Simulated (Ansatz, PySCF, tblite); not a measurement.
Bond stretch in LiH, singlet.

Computed with: RCCSD(T) = CCSD(T) on RHF/def2-SVP, frozen core (Ansatz, a program for electronic structure); GFN2-xTB, 300 K electronic temperature (tblite); UHF/STO-3G = unrestricted Hartree-Fock/STO-3G run with PySCF 2.14.0.

Total energies in hartree (comparable only within one method and basis):

| R / Å | RCCSD(T) | GFN2-xTB | UHF/STO-3G |
|---|---|---|---|
| 1.19 | -7.96940 | -0.77824 | -7.83346 |
| 1.26 | -7.98284 | -0.78189 | -7.84648 |
| 1.35 | -7.99440 | -0.78372 | -7.85708 |
| 1.47 | -8.00257 | -0.78280 | -7.86302 |
| 1.51 | -8.00392 | -0.78190 | -7.86338 |
| 1.52 | -8.00417 | -0.78164 | -7.86336 |
| 1.60 | -8.00511 | -0.77910 | -7.86186 |
| 1.64 | -8.00497 | -0.77758 | -7.86031 |
| 1.69 | -8.00434 | -0.77550 | -7.85774 |
| 1.74 | -8.00328 | -0.77325 | -7.85454 |
| 1.87 | -7.99904 | -0.76687 | -7.84394 |
| 2.00 | -7.99343 | -0.76041 | -7.83091 |
| 2.16 | -7.98562 | -0.75219 | -7.81581 |
| 2.44 | -7.97146 | -0.73540 | -7.80074 |
| 2.65 | -7.96148 | -0.72268 | -7.79425 |
| 2.91 | -7.95066 | -0.70744 | -7.78927 |
| 3.21 | -7.94089 | -0.69111 | -7.78598 |
| 3.52 | -7.93395 | -0.67608 | -7.78414 |
| 3.92 | -7.92884 | -0.65980 | -7.78297 |
| 4.35 | -7.92627 | -0.64624 | -7.78244 |
| 4.73 | -7.92524 | — | -7.78225 |
| 5.53 | -7.92452 | — | -7.78213 |
| 6.27 | -7.92438 | — | -7.78211 |

Dashes: no converged value, or the column stops at the first point that the program doubted or that broke a chosen test of continuity, which isn't proof of a fault.

With two correlated electrons CCSD is exact in the basis where it finds the lowest root (RCCSD(T)). The unrestricted determinant behind UHF/STO-3G is spin-contaminated at 2.16 to 6.27 Å (<S²> up to 1.0, against 0.00 for a pure singlet).
